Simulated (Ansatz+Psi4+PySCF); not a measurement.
doublet COS(+): levels of theory in one basis

```xyz
3

O     0.0154    0.0243   -1.7076
C     0.0172    0.0231   -0.5121
S     0.0200    0.0023    1.0225
```

Basis set: cc-pVTZ on C, O; cc-pV(T+d)Z on S (spherical functions). Left uncorrelated: 7 orbitals. Correlation on ROHF uses semicanonical orbitals with singles. Charge 1, multiplicity 2.

Computed with Ansatz (development build ahead of 0.2.0) and Psi4 1.11; each method stands on the lowest determinant of its kind that the runs found.

| method | E − E(ROHF) (eV) | <S²> of the determinant |
| --- | --- | --- |
| ROHF | 0.00 | 0.75 |
| UHF | -0.54 | 0.98 |
| ROHF-MP2 | -14.32 | – |

(1) What does UHF-MP2 give on the same scale?

Answers

(1) -13.59 eV.

Caution for UHF, UHF-MP2: the unrestricted determinant is spin contaminated.
